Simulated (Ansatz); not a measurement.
Two shapes of singlet C₂H₂.

Shape 1:

```xyz
4

C    -0.0467   -0.0164   -0.4852
C    -0.0416   -0.0157    0.7991
H    -0.0485   -0.9506   -1.0196
H    -0.0062    0.9891   -1.0037
```

Shape 2:

```xyz
4

C     0.0000    0.0000   -0.5163
C     0.0000    0.0000    0.8877
H     0.0000   -1.0240   -1.1142
H     0.0000    1.0240   -1.1142
```

Basis set: 6-31G* (spherical functions). Correlated methods keep 2 orbitals frozen. Charge 0, multiplicity 1.

Computed with Ansatz (development build ahead of 0.2.0); each method stands on the lowest determinant of its kind that the runs found.

Task: Which shape is lower in energy, and by how much in each method?

Result:

```json
{"method": "RHF", "E(2) − E(1) (eV)": "0.688"}
{"method": "RHF-MP2", "E(2) − E(1) (eV)": "0.464"}
```

Shape 1 is lower.
